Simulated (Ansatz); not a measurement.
```yaml
crystal:
  periodic: [false, false, false]
  atoms:
    - {symbol: N, position_ang: [-0.460357, 0.910914, -0.990112]}
    - {symbol: C, position_ang: [0.416874, -0.120643, -0.625182]}
    - {symbol: C, position_ang: [0.503000, -0.811756, 0.480960]}
    - {symbol: S, position_ang: [-0.670405, -0.528077, 1.760979]}
    - {symbol: H, position_ang: [-0.738926, 1.074482, -1.899435]}
    - {symbol: H, position_ang: [-1.263543, 0.928067, -0.285859]}
    - {symbol: H, position_ang: [1.104489, -0.298223, -1.430363]}
    - {symbol: H, position_ang: [1.272629, -1.531281, 0.572382]}
    - {symbol: H, position_ang: [-0.049123, 0.474923, 2.432355]}
basis:
  gaussian: {orbitals: def2-TZVP}
total_charge: -1
magnetization: {spin_polarized: true, initial_magnetization: 1}
hamiltonian: {xc: {name: HF}}
correlation: {method: mp2, frozen_orbitals: {N: 0}}
output: {forces: true}
```

```sh
$ ansatz run in.yaml --threads 2 --pin off --events-out ev --progress --plain --max-ram 4352MiB
```

Question: How does Ansatz answer? (An estimate is asked.)

Answer: Computed: The program refused the input.
```
Functional definition: HF
Error: "frozen_orbitals" has no count for C
```
